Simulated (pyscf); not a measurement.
Structures and frequencies: ωB97X-D3(BJ)/def2-SVP in PySCF.

**Question.** Estimate by transition-state theory the rate constant of `[NH2][Nb]([OH])([Cl])([Cl])[Cl]` + `[ClH]` → `[NH2][Nb]([Cl])([Cl])([Cl])[Cl]` + `[OH2]` (singlet surface; Nb–O, Cl–H broken, Cl–Nb, H–O formed) at 900 K, with ωB97M-D3(BJ)/def2-TZVP energies (ideal gas, 1 atm, RRHO with modes under 100 cm⁻¹ raised to 100, one conformer, R ln 2 for chiral ones without a mode under 150 cm⁻¹; no tunnelling).

**Answer.** The electronic barrier is 7.2 kcal/mol and the thermal terms add +34.7, so ΔG‡ = 41.9 kcal/mol. With k_BT/h = 1.88e+13 s⁻¹ and RT = 1.788 kcal/mol, and a volume of 1.23e-19 cm³ per molecule at 1 atm, k = 1.5e-16 cm³ molecule⁻¹ s⁻¹. Wigner's tunnelling factor for 550i cm⁻¹ would be 1.03. A shift of 1 kcal/mol in the barrier changes k by a factor 1.7. On the reactant side the descent ends in an adduct with a Cl–Nb contact, 1.1 kcal/mol under the separated species and 4.9 kcal/mol under the saddle at ωB97X-D3(BJ)/def2-TZVP. On the product side the descent ends in an adduct with a Nb–O contact, 10.9 kcal/mol under the separated species and 18.7 kcal/mol under the saddle at ωB97X-D3(BJ)/def2-TZVP. What is counted as formed (Cl–Nb) is already present as a longer contact in the reactant adduct; forming that adduct is a step of its own. What is counted as broken (Nb–O) persists as a longer contact in the product adduct; parting that adduct is a step of its own. At ωB97X-D3(BJ)/def2-TZVP the barrier from the zero used here is 3.8 kcal/mol. One saddle was located; it need not be the lowest between these sides. Elements past Kr carry the def2 core potentials, without spin-orbit coupling.
